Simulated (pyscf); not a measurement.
Elementary routes open to F–N•–F (SMILES F[N]F) + F–SiH₃ (SMILES F[SiH3]) in the gas phase (doublet surface):
A. F–SiH₂–N(F)–F (SMILES F[SiH2]N(F)F) + H• (SMILES [H]) (H–Si broken; N–Si formed)
B. F–NH–F (SMILES FNF) + F–SiH₂• (SMILES F[SiH2]) (H–Si broken; H–N formed)

Structures and frequencies: ωB97X-D3(BJ)/def2-SVP in PySCF.

Q: Rank the routes by free-energy barrier at 600 K, lowest first, for ωB97M-D3(BJ)/def2-TZVP energies (ideal gas, 1 atm, RRHO with modes under 100 cm⁻¹ raised to 100, one conformer, R ln 2 for chiral ones without a mode under 150 cm⁻¹).

A: B (43.4 kcal/mol), A (58.3 kcal/mol)

Route B is the fastest of these, ahead of the next by 14.9 kcal/mol. The most stable products are those of B (ΔG = +19.9 kcal/mol), so kinetics and thermodynamics agree. At 1200 K B is still the fastest. Only these routes are compared; each barrier is that of the saddle found, and lower ones may exist.
